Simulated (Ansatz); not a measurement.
System: N₂O, charge 0, triplet. This triplet is an excited state, 3.3 eV above the singlet at CCSD(T)/cc-pV5Z (Ansatz, a first-principles code). N2O (parent SMILES N#[N+][O-], triplet).
B3LYP-D3(BJ)/def2-TZVP minimum from Ansatz:
```xyz
3

N     -1.1232     0.1723     0.0496
N     -0.0717    -0.3827    -0.1387
O      1.0455     0.1842     0.0779
```
Charge 0, spin multiplicity 3.

Total energies in cc-pVTZ, 16 correlated electrons, 3 frozen orbitals. Radicals and triplets start from unrestricted determinants; spin-orbit coupling is neglected. Correlated methods leave the cores frozen. No relativity. The UHF reference of N2O (parent SMILES N#[N+][O-], triplet) is spin-contaminated (<S^2> up to 0.20 over the pure value in the sets run). The spin of N2O (parent SMILES N#[N+][O-], triplet) was assumed, and the state is the lowest solution found for it.

```json
[
 {"method": "HF", "program": "Ansatz", "energy (Eh)": "-183.69124", "minus CCSDT(Q) (mEh)": "600.47"},
 {"method": "MP2", "program": "Ansatz", "energy (Eh)": "-184.22179", "minus CCSDT(Q) (mEh)": "69.92"},
 {"method": "CCSD", "program": "Ansatz", "energy (Eh)": "-184.25912", "minus CCSDT(Q) (mEh)": "32.58"},
 {"method": "CCSD(T)", "program": "Ansatz", "energy (Eh)": "-184.28724", "minus CCSDT(Q) (mEh)": "4.46"},
 {"method": "CCSDT(Q)", "program": "Ansatz", "energy (Eh)": "-184.29170", "minus CCSDT(Q) (mEh)": "0.00"}
]
```

Rough core times of Ansatz's runs on a shared machine: CCSD(T) 60 s, CCSDT(Q) 40 min.
